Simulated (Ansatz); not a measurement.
System: CsGaS3 (P2₁/c, No. 14; cell taken from a computed entry). Method: PBEsol (plane waves, PAW; Ansatz, a program for electronic structure).

Settings: plane-wave cutoff 520 eV, 6×4×6 k mesh (along the axes of the cell as run), Fermi–Dirac smearing 0.01 eV, scalar-relativistic PAW data made under PBE.

Cell (relaxed with PBEsol):

```
CELL_PARAMETERS angstrom
      7.54500     0.00000    -0.03596
      0.00000    12.36599     0.00000
     -1.95899     0.00000     6.11755
ATOMIC_POSITIONS crystal
  Cs 0.25203 0.91566 0.27957
  Cs 0.74797 0.08434 0.72043
  Cs 0.74797 0.41566 0.22043
  Cs 0.25203 0.58434 0.77957
  Ga 0.80695 0.77193 0.34794
  Ga 0.19305 0.22807 0.65206
  Ga 0.19305 0.27193 0.15206
  Ga 0.80695 0.72807 0.84794
  S  0.01901 0.32680 0.81611
  S  0.98099 0.67320 0.18389
  S  0.98099 0.82680 0.68389
  S  0.01901 0.17320 0.31611
  S  0.55089 0.67258 0.35524
  S  0.44911 0.32742 0.64476
  S  0.44911 0.17258 0.14476
  S  0.55089 0.82742 0.85524
  S  0.68773 0.58144 0.63321
  S  0.31227 0.41856 0.36679
  S  0.31227 0.08144 0.86679
  S  0.68773 0.91856 0.13321
```

Estimate the band gap, smallest direct gap on the k points sampled and direct gap at Γ that the calculation returns.


- band gap = 2.44 eV
- smallest direct gap on the k points sampled = 2.47 eV
- direct gap at Γ = 2.65 eV

Spin–orbit coupling is not included.
